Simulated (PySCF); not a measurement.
**ClHLiO−, a complex of two parts: interaction energy**

An exercise on one series of results from a longer session: the logs are not shown, and one member is left open.

Computed with PySCF 2.14.0; each step states its level. No surroundings beyond the atoms listed, unless a continuum is named. Atoms count from 0, parts from 1.

## Starting point

4 atoms, charge -1, multiplicity 1; geometry: GFN2-xTB. Parts: 1 = atoms 0–1, `[Li][Cl]`, charge 0; 2 = atoms 2–3, `[OH-]`, charge -1.

The first run:

Job settings and geometry (Å):

```
{"job": {"xc": "PBE0", "basis": "def2-TZVPD", "d3": "d3bj", "grid": 3, "kind": "geom", "shake": 0.01}, "charge": -1, "multiplicity": 1, "parts": [{"atoms": "0-1", "charge": 0, "multiplicity": 1}, {"atoms": "2-3", "charge": -1, "multiplicity": 1}]}
Li    -0.405219    -0.732708    -0.411664
Cl     1.150480     0.733074    -0.036577
O     -1.606203    -1.768942    -0.706428
H     -2.244466    -2.395234    -0.867140
```

The run is started by

```console
$ OMP_NUM_THREADS=1 python cluster_run.py task.json out
```

This one command runs all jobs of the session in turn.

Among the steps run: Relaxing the molecule at PBE0-D3(BJ)/def2-TZVPD; Coupled-cluster interaction energy: CCSD(T) and MP2, 1.67 Å; Coupled-cluster interaction energy: CCSD(T) and MP2, 1.75 Å; Coupled-cluster interaction energy: CCSD(T) and MP2, 1.84 Å; Coupled-cluster interaction energy: CCSD(T) and MP2, 1.59 Å; Coupled-cluster interaction energy: CCSD(T) and MP2, 2.09 Å; Coupled-cluster interaction energy: CCSD(T) and MP2, 1.50 Å; Coupled-cluster interaction energy: CCSD(T) and MP2, 2.50 Å; Coupled-cluster interaction energy: CCSD(T) and MP2, 3.34 Å.

One table of the session follows, with a row left open; its other results are not shown here.

It belongs to the step «Coupled-cluster interaction energy: CCSD(T) and MP2, 3.34 Å». 

```
                 method  interaction energy (kcal/mol)
         HF/aug-cc-pVDZ                         -35.78
        MP2/aug-cc-pVDZ                         -34.75
       CCSD/aug-cc-pVDZ                              ?
    CCSD(T)/aug-cc-pVDZ                         -34.75
         HF/aug-cc-pVQZ                         -35.56
        MP2/aug-cc-pVQZ                         -34.41
    SCS-MP2/aug-cc-pVQZ                         -34.45
      MP2, extrapolated                         -34.40
CCSD(T), limit estimate                         -34.40
```

Q: Estimate the row for CCSD/aug-cc-pVDZ from the others.

As computed: interaction energy (kcal/mol): -34.93. In the column «interaction energy (kcal/mol)» it lies between HF/aug-cc-pVQZ (-35.56) and MP2/aug-cc-pVDZ (-34.75).
